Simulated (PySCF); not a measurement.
PySCF input (HF/def2-TZVPD):

```python
from pyscf import gto, scf, dft

mol = gto.M(
    atom='''
    C    -0.00159204   -0.00021295   -0.45999677
    C     0.00380641    0.00050915    1.09980700
    F    -0.02191591    1.25327827   -0.84171461
    F     1.09229255   -0.61076651   -0.84470792
    F    -1.07911077   -0.64368004   -0.83717749
    N     0.00772575    0.00103340    2.23224164
    H     0.01124075    0.00150357    3.24784744
    ''',
    basis='def2-tzvpd',
    charge=1,
    spin=0,
    verbose=4,
)

mf = scf.RHF(mol).density_fit(auxbasis='def2-universal-jkfit')
mf.conv_tol = 1e-9
mf.max_cycle = 100
mf.max_memory = 1500
mf.kernel()
if not mf.converged:
    mf = mf.newton()
    mf.kernel(mf.make_rdm1())
mf.analyze()
```

Output:

```
PySCF version 2.14.0

[INPUT] verbose = 4
[INPUT] num. atoms = 7
[INPUT] num. electrons = 46
[INPUT] charge = 1
[INPUT] spin (= nelec alpha-beta = 2S) = 0
[INPUT] symmetry False subgroup None
[INPUT] Mole.unit = angstrom
[INPUT] Symbol           X                Y                Z      unit          X                Y                Z       unit  Magmom
[INPUT]  1 C     -0.001592040000  -0.000212950000  -0.459996770000 AA   -0.003008519579  -0.000402417178  -0.869267913485 Bohr   0.0
[INPUT]  2 C      0.003806410000   0.000509150000   1.099807000000 AA    0.007193072418   0.000962154056   2.078334019880 Bohr   0.0
[INPUT]  3 F     -0.021915910000   1.253278270000  -0.841714610000 AA   -0.041415067671   2.368352688169  -1.590610087945 Bohr   0.0
[INPUT]  4 F      1.092292550000  -0.610766510000  -0.844707920000 AA    2.064133767403  -1.154181429956  -1.596266624051 Bohr   0.0
[INPUT]  5 F     -1.079110770000  -0.643680040000  -0.837177490000 AA   -2.039223813369  -1.216378987449  -1.582036173751 Bohr   0.0
[INPUT]  6 N      0.007725750000   0.001033400000   2.232241640000 AA    0.014599551607   0.001952842977   4.218325343450 Bohr   0.0
[INPUT]  7 H      0.011240750000   0.001503570000   3.247847440000 AA    0.021241938935   0.002841335509   6.137542155970 Bohr   0.0

nuclear repulsion = 241.275421547173
number of shells = 86
number of NR pGTOs = 332
number of NR cGTOs = 240
basis = def2-tzvpd
ecp = {}

******** <class 'pyscf.df.df_jk.DFRHF'> ********
method = DFRHF
initial guess = minao
damping factor = 0
level_shift factor = 0
DIIS = <class 'pyscf.scf.diis.CDIIS'>
diis_start_cycle = 1
diis_space = 8
diis_damp = 0
SCF conv_tol = 1e-09
SCF conv_tol_grad = None
SCF max_cycles = 100
direct_scf = False
Set gradient conv threshold to 3.16228e-05
Initial guess from minao.
******** <class 'pyscf.df.df.DF'> ********
auxbasis = def2-universal-jkfit
init E= -430.498416932835
  HOMO = -0.427708327406848  LUMO = 0.0593530524632081  gap/eV = 13.25362
cycle= 1 E= -428.674154820914  delta_E= 1.82  |g|= 1.11  |ddm|= 2.19
  HOMO = -0.887997661633862  LUMO = -0.255262768755081  gap/eV = 17.21759
cycle= 2 E= -428.85622810115  delta_E= -0.182  |g|= 0.701  |ddm|= 1.85
  HOMO = -0.871494480889519  LUMO = -0.159232742680154  gap/eV = 19.38163
cycle= 3 E= -428.932244933074  delta_E= -0.076  |g|= 0.116  |ddm|= 0.473
  HOMO = -0.842104186362926  LUMO = -0.137558815903391  gap/eV = 19.17166
cycle= 4 E= -428.934710288442  delta_E= -0.00247  |g|= 0.0398  |ddm|= 0.129
  HOMO = -0.845065841078231  LUMO = -0.135507557846653  gap/eV = 19.30806
cycle= 5 E= -428.935123066501  delta_E= -0.000413  |g|= 0.0139  |ddm|= 0.0497
  HOMO = -0.845160499211387  LUMO = -0.1364916859384  gap/eV = 19.28386
cycle= 6 E= -428.935172243574  delta_E= -4.92e-05  |g|= 0.00368  |ddm|= 0.0142
  HOMO = -0.845392111465415  LUMO = -0.136605228861235  gap/eV = 19.28707
cycle= 7 E= -428.935178532701  delta_E= -6.29e-06  |g|= 0.000757  |ddm|= 0.00733
  HOMO = -0.845216334078322  LUMO = -0.136460989754328  gap/eV = 19.28622
cycle= 8 E= -428.935178835398  delta_E= -3.03e-07  |g|= 0.00017  |ddm|= 0.00157
  HOMO = -0.845242378697665  LUMO = -0.136485774485482  gap/eV = 19.28625
[...]
cycle= 10 E= -428.935178848387  delta_E= -8.28e-10  |g|= 9.34e-06  |ddm|= 9.2e-05
  HOMO = -0.845225751035811  LUMO = -0.136476048056317  gap/eV = 19.28606
Extra cycle  E= -428.935178848433  delta_E= -4.52e-11  |g|= 4.07e-06  |ddm|= 1.94e-05
converged SCF energy = -428.935178848433
**** SCF Summaries ****
Total Energy =                        -428.935178848432543
Nuclear Repulsion Energy =             241.275421547173465
One-electron Energy =                -1061.779028458639459
Two-electron Energy =                  391.568428063033480
Two-electron Coulomb Energy =          438.850173418217594
DFT Exchange-Correlation Energy =      -47.281745355184114
HOMO-LUMO gap [eV] =                    19.286061759335350
**** MO energy ****
MO #1   energy= -26.5776184913207  occ= 2
MO #2   energy= -26.5776184907383  occ= 2
MO #3   energy= -26.5775871005828  occ= 2
MO #4   energy= -15.9468130064896  occ= 2
MO #5   energy= -11.8008994037847  occ= 2
MO #6   energy= -11.6565828662057  occ= 2
MO #7   energy= -1.98093591632812  occ= 2
MO #8   energy= -1.8827057194104   occ= 2
MO #9   energy= -1.88270571787351  occ= 2
MO #10  energy= -1.60186710971332  occ= 2
MO #11  energy= -1.26926647137594  occ= 2
MO #12  energy= -1.16880589059108  occ= 2
MO #13  energy= -1.10917532827034  occ= 2
MO #14  energy= -1.07257058041855  occ= 2
MO #15  energy= -1.072570580055    occ= 2
MO #16  energy= -0.943605166356187 occ= 2
MO #17  energy= -0.943605165698084 occ= 2
MO #18  energy= -0.905951787344015 occ= 2
MO #19  energy= -0.905951786742403 occ= 2
MO #20  energy= -0.883731383481376 occ= 2
MO #21  energy= -0.87006463763665  occ= 2
MO #22  energy= -0.845225751068921 occ= 2
MO #23  energy= -0.845225751035811 occ= 2
MO #24  energy= -0.136476048056317 occ= 0
MO #25  energy= -0.136476047706252 occ= 0
MO #26  energy= -0.109179367745867 occ= 0
MO #27  energy= -0.0675540457898265 occ= 0
MO #28  energy= -0.0334469326337341 occ= 0
MO #29  energy= -0.0334469325642935 occ= 0
MO #30  energy= -0.0290533763287893 occ= 0
MO #31  energy= 0.0151736325539128 occ= 0
MO #32  energy= 0.0151736326437313 occ= 0
MO #33  energy= 0.0167829277930817 occ= 0
MO #34  energy= 0.0167829278713334 occ= 0
MO #35  energy= 0.0182731705155361 occ= 0
MO #36  energy= 0.0388140303440053 occ= 0
MO #37  energy= 0.0668879583179505 occ= 0
MO #38  energy= 0.0668879583343708 occ= 0
MO #39  energy= 0.0966494333043681 occ= 0
MO #40  energy= 0.104610411619066  occ= 0
MO #41  energy= 0.113655530095836  occ= 0
MO #42  energy= 0.113655530263544  occ= 0
MO #43  energy= 0.115380546976153  occ= 0
MO #44  energy= 0.15156644866427   occ= 0
MO #45  energy= 0.160029963122331  occ= 0
MO #46  energy= 0.160029963199033  occ= 0
MO #47  energy= 0.160865036370997  occ= 0
MO #48  energy= 0.187054567363603  occ= 0
MO #49  energy= 0.187054567773979  occ= 0
MO #50  energy= 0.202231259189394  occ= 0
MO #51  energy= 0.235100020395231  occ= 0
MO #52  energy= 0.259698809156282  occ= 0
MO #53  energy= 0.259698810321293  occ= 0
MO #54  energy= 0.273070058596403  occ= 0
MO #55  energy= 0.273070059022179  occ= 0
MO #56  energy= 0.281760290327299  occ= 0
MO #57  energy= 0.309497652274421  occ= 0
MO #58  energy= 0.309497652524918  occ= 0
MO #59  energy= 0.329218450704383  occ= 0
MO #60  energy= 0.354599025554562  occ= 0
MO #61  energy= 0.354599025929088  occ= 0
MO #62  energy= 0.371034919642556  occ= 0
MO #63  energy= 0.411347119869275  occ= 0
MO #64  energy= 0.411347120234185  occ= 0
MO #65  energy= 0.441204464311136  occ= 0
MO #66  energy= 0.461362750796124  occ= 0
MO #67  energy= 0.46136275093568   occ= 0
MO #68  energy= 0.500920692147455  occ= 0
MO #69  energy= 0.51100377259388   occ= 0
MO #70  energy= 0.511003773510743  occ= 0
MO #71  energy= 0.553871210930917  occ= 0
MO #72  energy= 0.556951173128524  occ= 0
MO #73  energy= 0.556951173368202  occ= 0
MO #74  energy= 0.584263804381477  occ= 0
MO #75  energy= 0.584263805778127  occ= 0
MO #76  energy= 0.58904579395092   occ= 0
MO #77  energy= 0.596824467593608  occ= 0
MO #78  energy= 0.604860335518831  occ= 0
MO #79  energy= 0.645854746942231  occ= 0
MO #80  energy= 0.645854747569156  occ= 0
MO #81  energy= 0.656809008336088  occ= 0
MO #82  energy= 0.656809008783244  occ= 0
MO #83  energy= 0.680097513240729  occ= 0
MO #84  energy= 0.755414614237065  occ= 0
MO #85  energy= 0.756152642541869  occ= 0
MO #86  energy= 0.756152642884445  occ= 0
MO #87  energy= 0.785453877320167  occ= 0
MO #88  energy= 0.785453877378991  occ= 0
MO #89  energy= 0.807977041655868  occ= 0
MO #90  energy= 0.838596345206187  occ= 0
MO #91  energy= 0.838596346401458  occ= 0
MO #92  energy= 0.875079712915994  occ= 0
MO #93  energy= 0.902903241392325  occ= 0
MO #94  energy= 0.902903241772793  occ= 0
MO #95  energy= 0.944899135434348  occ= 0
MO #96  energy= 0.974016157165865  occ= 0
MO #97  energy= 0.974016157617329  occ= 0
MO #98  energy= 1.00516063629472   occ= 0
MO #99  energy= 1.04080447183      occ= 0
MO #100 energy= 1.16462774089996   occ= 0
MO #101 energy= 1.16462774132265   occ= 0
MO #102 energy= 1.1917415018865    occ= 0
MO #103 energy= 1.20265056181677   occ= 0
MO #104 energy= 1.21873899191749   occ= 0
MO #105 energy= 1.21873899264679   occ= 0
MO #106 energy= 1.2798279510177    occ= 0
MO #107 energy= 1.27982795186387   occ= 0
[...]
```

It need not be the lowest isomer of its formula.
